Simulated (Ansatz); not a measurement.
# SiNH (singlet): from Hartree-Fock to the top rungs, cc-pVTZ

The task here is to estimate one member of a computed series from the others.

The runs use Ansatz 0.2.0, Gaussian basis; cc-pVTZ, core rule «outside noble gas», up to 6 orbitals frozen.

The runs, in order: UHF; CCSD(T) on RHF; BCCD(T) on RHF; CCSDT(Q) on RHF; CASSCF and NEVPT2, 10 electrons in 9 orbitals.

8 further runs of the same task are left out: 3 that didn't finish, 5 set aside as unsound or not needed. Runs told in other sessions of the task aren't counted.

## The geometry

The geometry is a PBE0/def2-TZVP stationary point (not a proven minimum).

3 atoms, charge 0, spin multiplicity 1.

Atoms are counted from 1 here; the program's logs count them from 0.

Bond lengths: Si1–N2 1.546 Å, N2–H3 1.000 Å. Angles: Si1–N2–H3 180.0°.

Coordinates:

```xyz
3

Si    0.00000    0.00000   -1.36363
N     0.00000    0.00000    0.18201
H     0.00000    0.00000    1.18162
```

Set-up of the first run:

in.yaml reads:

```yaml
crystal:
  periodic: [false, false, false]
  atoms:
    - {symbol: Si, position_ang: [0.000000, 0.000000, -1.363630]}
    - {symbol: N, position_ang: [0.000000, 0.000000, 0.182007]}
    - {symbol: H, position_ang: [0.000000, 0.000000, 1.181623]}
basis:
  gaussian: {orbitals: cc-pVTZ}
magnetization: {spin_polarized: true, initial_magnetization: 0}
hamiltonian: {xc: hf}
output: {orbitals: {seedname: orbitals}}
```

Command:

```
$ ansatz run in.yaml --threads 1 --pin off --events-out ev --progress --plain --max-ram 2393MiB
```

Among the steps run: UHF; CCSD(T) on RHF; BCCD(T) on RHF; CCSDT(Q) on RHF; CASSCF and NEVPT2, 10 electrons in 9 orbitals.

One of the session's tables, all rows but one given; the rest of the session is left out.

It belongs to the step «Misses and costs». 

```
        method  from RCCSDT(Q) (kcal/mol)
           RHF                    +212.02
          RMP2                     +18.39
         RCCSD                     +12.20
      RCCSD(T)                      +1.25
       BCCD(T)                      +1.23
        RCCSDT                      +1.05
     RCCSDT(Q)                          0
CASSCF valence                          ?
NEVPT2 valence                     +32.27
```

Q: Estimate the row for CASSCF valence from the others.

The run gave: from RCCSDT(Q) (kcal/mol): +128.13. In the column «from RCCSDT(Q) (kcal/mol)» it lies between NEVPT2 valence (+32.27) and RHF (+212.02).

With the free atoms at the same levels and basis (separate runs), the atomisation energy is 9.797 eV at RCCSDT(Q), 9.774 eV at RCCSD(T), 5.824 eV at RHF.
